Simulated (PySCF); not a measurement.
H7PSi2.
SMILES with atom numbers: `[SiH3:1][PH:2][SiH3:3]` (hydrogens: H4, H5, H6 on Si1; H7 on P2; H8, H9, H10 on Si3)

The calculation used EOM-IP-CCSD/aug-cc-pVDZ in PySCF, restricted Hartree–Fock reference, frozen core, non-relativistic, gas phase, PBE0-D3(BJ)/def2-SVP geometry.

Hartree–Fock orbital energies give these Koopmans values (eV): HOMO 9.85, HOMO-1 11.18, HOMO-2 12.53, HOMO-3 13.11, HOMO-4 13.27, HOMO-5 13.72, HOMO-6 14.20, HOMO-7 18.63.

Q: What vertical ionisation energies does EOM-IP-CCSD give?

A: 
| leading hole (HF orbital) | Koopmans (eV) | EOM-IP-CCSD (eV) | change (eV) | one-hole share |
| --- | --- | --- | --- | --- |
| HOMO | 9.85 | 9.39 | -0.46 | 0.95 |
| HOMO-1 | 11.18 | 10.60 | -0.58 | 0.95 |
| HOMO-2 | 12.53 | 11.75 | -0.78 | 0.94 |
| HOMO-3 | 13.11 | 12.28 | -0.83 | 0.94 |
| HOMO-4 | 13.27 | 12.46 | -0.81 | 0.94 |
| HOMO-5 | 13.72 | 12.86 | -0.86 | 0.93 |
| HOMO-6 | 14.20 | 13.29 | -0.91 | 0.93 |
| HOMO-7 | 18.63 | 16.79 | -1.84 | 0.84 |

Q: Does the order of the lines follow the orbital energies?

A: Yes, no two lines change places. The corrections run from -1.84 to -0.46 eV, with a mean of -0.88 eV over the 8 lines; no line lies above its Koopmans value.

Q: At what kinetic energies would He II light (40.81 eV) eject these electrons?

A: 31.42 eV (HOMO), 30.21 eV (HOMO-1), 29.06 eV (HOMO-2), 28.53 eV (HOMO-3), 28.35 eV (HOMO-4), 27.95 eV (HOMO-5), 27.52 eV (HOMO-6), 24.02 eV (HOMO-7).

One root was sought for each valence orbital with −ε under 21 eV, eight at most, so deeper holes and satellites are missing; no vibrational structure.
